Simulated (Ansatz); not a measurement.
The cation of CH4B2 (`B1BC1`) at the neutral geometry.

```yaml
crystal:
  periodic: [false, false, false]
  atoms:
    - {symbol: B, position_ang: [-0.914352, -0.336970, -0.412780]}
    - {symbol: B, position_ang: [0.409269, 0.367306, -0.775811]}
    - {symbol: C, position_ang: [0.038918, -0.166918, 0.682190]}
    - {symbol: H, position_ang: [-1.989905, -0.804642, -0.538623]}
    - {symbol: H, position_ang: [1.348716, 0.920218, -1.246942]}
    - {symbol: H, position_ang: [0.119719, -0.392680, 1.741637]}
    - {symbol: H, position_ang: [1.048837, 0.345686, 0.504530]}
basis:
  gaussian: {orbitals: def2-QZVPP}
total_charge: 1
magnetization: {spin_polarized: true, initial_magnetization: 1}
correlation: {method: mp2}
scf: {omitted_lower_state_checks: [cluster_reference]}
```

```sh
$ ansatz run in.yaml --threads 2 --pin off --events-out ev --progress --plain --max-ram 4352MiB
```

It prints (some lines left out):

```
Functional definition: HF
1725 factors; integrals over basis functions are off by at most 8.5e-4 eV
mean field evaluation 1: about -2421.2755 eV, gradient 3.0e1 eV
mean field evaluation 2: about -2421.2765 eV, gradient 3.0e1 eV
mean field evaluation 4: about -2426.1869 eV, gradient 3.4e0 eV
mean field evaluation 8: about -2426.3439 eV, gradient 3.2e-1 eV
mean field evaluation 16: about -2425.6196 eV, gradient 6.8e0 eV
mean field evaluation 32: about -2426.0620 eV, gradient 1.2e0 eV
mean field -2426.35458921 eV, -89.1668865114 hartree, gradient 1.9e-6 eV, S^2 0.786337; 6 other end points of the search recorded, 0 dependent functions left out
3 core orbitals not correlated: weight in the atoms' cores, before any rotation towards them, 1.000 or more for the frozen orbitals, at most 0.000 for the correlated occupied ones
reference -2426.35458921 eV, -89.1668865114 hartree; 7, 6 occupied and 281, 282 virtual orbitals, 1725 factors
second order -9.79816830 eV of doubles, -0.00000000 eV of singles
Total energy: -2436.15275751 eV, -89.5269625550 hartree
Checks for a lower state left out: cluster_reference
```

Run time 16 s (2 threads of an AMD EPYC 9B14 on a shared host); peak host memory 0.95 GiB.
